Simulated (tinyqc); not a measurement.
The basis set: RHF and MP2 along a ladder of basis sets, for H2O, spin multiplicity 1. Computed by the program tinyqc with PySCF. Command: `OMP_NUM_THREADS=1 python tinyqc.py 110345 110346 out.jsonl`; one thread of a shared host (Intel(R) Xeon(R) Processor @ 2.60GHz), about 2 s.

Geometry (angstrom):

| atom | x | y | z |
|---|---|---|---|
| O | 0.0000 | 0.0000 | 0.0000 |
| H | 0.0000 | 0.6590 | 0.5910 |
| H | 0.0000 | -0.6230 | 0.5580 |

Same geometry throughout; the dipole is taken about the origin.

RHF and frozen-core MP2 in a ladder of bases:

| basis | functions | E(RHF) (hartree) | E(MP2 corr) (hartree) | HOMO (eV) | LUMO (eV) | dipole (debye) |
|---|---|---|---|---|---|---|
| sto-3g | 7 | -74.91316 | -0.02937 | -11.067 | 19.308 | 1.916 |
| 3-21g | 13 | -75.54790 | -0.11458 | -13.324 | 7.782 | 2.524 |
| 6-31g | 13 | -75.95163 | -0.11925 | -13.912 | 5.952 | 2.714 |
| 6-31g** | 24 | -75.99759 | -0.18785 | -13.818 | 6.274 | 2.221 |
| cc-pvdz | 24 | -76.00119 | -0.19572 | -13.722 | 5.351 | 2.070 |
| aug-cc-pvdz | 41 | -76.01638 | -0.21164 | -14.167 | 0.979 | 2.038 |
| cc-pvtz | 58 | -76.03387 | -0.25553 | -14.040 | 4.024 | 2.062 |

From cc-pVDZ to cc-pVTZ the RHF energy falls by 32.7 mhartree and the correlation energy by 59.8. If valence correlation converges as X^-3, (27 E(T) - 8 E(D))/19 gives -0.2807 hartree, a rough estimate from such small X that usually falls short; STO-3G holds about 10 % of it. Beyond STO-3G the LUMO moves by 6.8 eV and the HOMO by 0.8 eV; diffuse functions lower the positive LUMO sharply, since an unbound virtual level tracks the most diffuse function.
